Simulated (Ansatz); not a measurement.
This script for a ladder of basis sets of OS with the Ansatz DFT code, driven from Python holds a mistake.

Script `run_basis.py`:
```python
"""How the energy of OS converges with the basis."""

import ansatz as az
from ase import Atoms

atoms = Atoms(["O", "S"], positions=[
    (0.8397, 0.0, 0.0),
    (-0.8397, 0.0, 0.0),
])
mol = az.Crystal.molecule_from_ase(atoms)

setup = (
    mol.calculation()
    .correlation("MP2")  # correlation on top of the mean field
    .spin("collinear", total=2)  # spin-polarised run
    .charge(-1)  # electrons removed from the neutral system
)

energies = {}
for basis in ["cc-pVDZ", "cc-pVTZ"]:
    summary = setup.basis(gaussian=basis).run().report
    size = summary["n_frozen"] + summary["n_occupied"][0] + summary["n_virtual"][0]
    energies[basis] = (summary["reference_energy_ev"] / 27.211386246, summary["free_energy_ev"] / 27.211386246)
    print(f"{basis:14s} {size:4d} orbitals  reference {energies[basis][0]:14.6f} Ha  total {energies[basis][1]:14.6f} Ha")

# two-point extrapolation: the basis-set error of the correlation energy falls as X^-3
small, large = (energies[b][1] - energies[b][0] for b in ("cc-pVDZ", "cc-pVTZ"))
limit = (3 ** 3 * large - 2 ** 3 * small) / (3 ** 3 - 2 ** 3)
print(f"correlation energy: {small:.6f} and {large:.6f} Ha, extrapolated {limit:.6f} Ha")
print(f"share caught by the larger set: {100 * large / limit:.1f} %")
```

```console
$ python run_basis.py
Traceback (most recent call last):
  File "run_basis.py", line 21, in <module>
    summary = setup.basis(gaussian=basis).run().report
              ~~~~~~~~~~~~~~~~~~~~~~~~~~~~~~~^^
  ...
ansatz.GaussianBasisError: a molecule whose nuclei and cores have a total charge of 24 cannot have a net charge of -1 together with 2 unpaired electrons
```
(Library frames cut from the traceback.)

Why does it end like this?

The fault: the net charge is wrong for this system. The correction:

```diff
--- before
+++ after
@@ -15,3 +15,2 @@
     .spin("collinear", total=2)  # spin-polarised run
-    .charge(-1)  # electrons removed from the neutral system
 )
```

The mended script runs so:

```console
$ python run_basis.py
cc-pVDZ          32 orbitals  reference    -472.324007 Ha  total    -472.594055 Ha
cc-pVTZ          64 orbitals  reference    -472.368396 Ha  total    -472.722864 Ha
correlation energy: -0.270048 and -0.354468 Ha, extrapolated -0.390014 Ha
share caught by the larger set: 90.9 %
```

The drop along the ladder measures the basis error, and is no property of the molecule. The geometry is a force-field or estimated start, not a minimum of this method, and the last set is no limit. Much of the fall in a total is atomic energy, which cancels in bond and reaction energies. The species is open-shell (spin multiplicity 3). Inner cores stay frozen, so this is valence correlation. For Al to Cl the sets with a tight d function, cc-pV(X+d)Z, are usual. The spin state was assumed, and another may lie lower. An extrapolation from small basis sets is rough. Wall time of the script: 1.3 s on 1 thread of Arm Neoverse V2, on a shared host, peak memory 0.17 GiB.
